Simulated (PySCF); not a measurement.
Species: C4H6NP.
SMILES: `Nc1[pH]ccc1`

Method: PySCF 2.14.0, CAM-B3LYP/def2-SVP geometry optimisation, gas phase.

Masses are those of the commonest isotopes; rigid-rotor values at the optimised geometry. 

(1) What are A, B and C (cm⁻¹)?

(2) Classify the top.

(3) What does the inertial defect say?

(4) Give the coordinates in the principal-axis frame, origin at the centre of mass.

(5) Where do the levels up to J = 5 lie, in MHz?

(6) Which types of transition are allowed, and where do some lines up to J = 3 fall?

Results:

(1) Ia = 102.65, Ib = 164.23, Ic = 262.80 u·Å²; 505379 MHz·u·Å²/I gives 4923, 3077 and 1923 MHz, that is A = 0.16422, B = 0.10264, C = 0.06415 cm⁻¹.

(2) An asymmetric top. Ray's parameter κ = (2B − A − C)/(A − C) = -0.231; −1 is the prolate and +1 the oblate limit.

(3) Not planar: Δ = Ic − Ia − Ib = -4.09 u·Å². For a rigid frame Δ = −2 Σ m c², so Σ m c² = 2.05 u·Å² lies off the ab plane: 1.78 from hydrogen and 0.26 from heavier atoms. The atom farthest from that plane is 1.29 Å away.

(4) The sense of each axis is arbitrary; atoms in the order of the calculation.
```tsv
atom	mass (u)	a (Å)	b (Å)	c (Å)
N1	14.003	2.226	0.068	-0.065
C2	12.000	0.864	0.235	-0.004
C3	12.000	0.167	1.402	0.025
C4	12.000	-1.274	1.217	0.000
C5	12.000	-1.701	-0.064	-0.060
P6	30.974	-0.292	-1.195	0.070
H7	1.008	2.800	0.882	0.124
H8	1.008	2.609	-0.796	0.298
H9	1.008	0.636	2.389	0.059
H10	1.008	-1.957	2.070	0.041
H11	1.008	-2.744	-0.380	-0.047
H12	1.008	-0.151	-1.606	-1.288
```

(5) Above 0(0,0):
J = 1: 1(0,1) 5000, 1(1,1) 6846, 1(1,0) 8000
J = 2: 2(0,2) 14605, 2(1,2) 15693, 2(1,1) 19155, 2(2,1) 24693, 2(2,0) 25089
J = 3: 3(0,3) 28255, 3(1,3) 28746, 3(1,2) 35579, 3(2,2) 39693, 3(2,1) 41440, 3(3,1) 52025, 3(3,0) 52116
J = 4: 4(0,4) 45664, 4(1,4) 45847, 4(1,3) 56799, 4(2,3) 59377, 4(2,2) 63699, 4(3,2) 72617, 4(3,1) 73207, 4(4,1) 89088, 4(4,0) 89105
J = 5: 5(0,5) 66827, 5(1,5) 66888, 5(1,4) 82183, 5(2,4) 83508, 5(2,3) 91537, 5(3,3) 98303, 5(3,2) 100316, 5(4,2) 114960, 5(4,1) 115107, 5(5,1) 135969, 5(5,0) 135972
The levels of one J sum to (2J + 1)J(J + 1)(A + B + C)/3.

(6) The dipole components are |μa| = 1.80 D, |μb| = 0.28 D, |μc| = 0.25 D. Intensities carry the squares of the components, which stand as 1.00 : 0.02 : 0.02 (a : b : c). Some lines, for components of 0.1 D or more:

| type | branch | J(Ka,Kc) | MHz | lower level (cm⁻¹) |
| --- | --- | --- | --- | --- |
| a | Q | 2(2,0) ← 2(2,1) | 396 | 0.824 |
| a | Q | 1(1,0) ← 1(1,1) | 1154 | 0.228 |
| a | Q | 3(2,1) ← 3(2,2) | 1747 | 1.324 |
| c | Q | 3(2,2) ← 3(1,2) | 4114 | 1.187 |
| b | Q | 2(1,1) ← 2(0,2) | 4550 | 0.487 |
| a | R | 1(0,1) ← 0(0,0) | 5000 | 0.000 |
| b | R | 1(1,1) ← 0(0,0) | 6846 | 0.000 |
| b | R | 2(0,2) ← 1(1,1) | 7758 | 0.228 |
| c | R | 1(1,0) ← 0(0,0) | 8000 | 0.000 |
| a | R | 2(1,2) ← 1(1,1) | 8846 | 0.228 |
| c | Q | 3(3,1) ← 3(2,1) | 10585 | 1.382 |
| b | Q | 3(2,2) ← 3(1,3) | 10948 | 0.959 |
| a | R | 2(1,1) ← 1(1,0) | 11155 | 0.267 |
| b | Q | 3(3,1) ← 3(2,2) | 12331 | 1.324 |
| b | R | 3(0,3) ← 2(1,2) | 12562 | 0.523 |
| a | R | 3(0,3) ← 2(0,2) | 13650 | 0.487 |
| b | R | 3(1,3) ← 2(0,2) | 14141 | 0.487 |
| a | R | 3(2,1) ← 2(2,0) | 16351 | 0.837 |
| a | R | 3(1,2) ← 2(1,1) | 16424 | 0.639 |
| b | R | 3(2,2) ← 2(1,1) | 20539 | 0.639 |
| c | R | 3(1,2) ← 2(0,2) | 20974 | 0.487 |
| b | R | 3(3,1) ← 2(2,0) | 26936 | 0.837 |

Whether it is a minimum is left open (no frequencies). No vibrational averaging or centrifugal distortion is included, and the geometry carries the error of its method. A rigid rotor knows nothing of inversion at nitrogen, which can split or shift real lines. Quadrupole hyperfine structure (14N) is left out.

Conformer computed: `[NH2:1][c:2]1[cH:3][cH:4][cH:5][pH:6]1`: H–N1–C2–C3 14°, H–N1–C2–C3 155°.
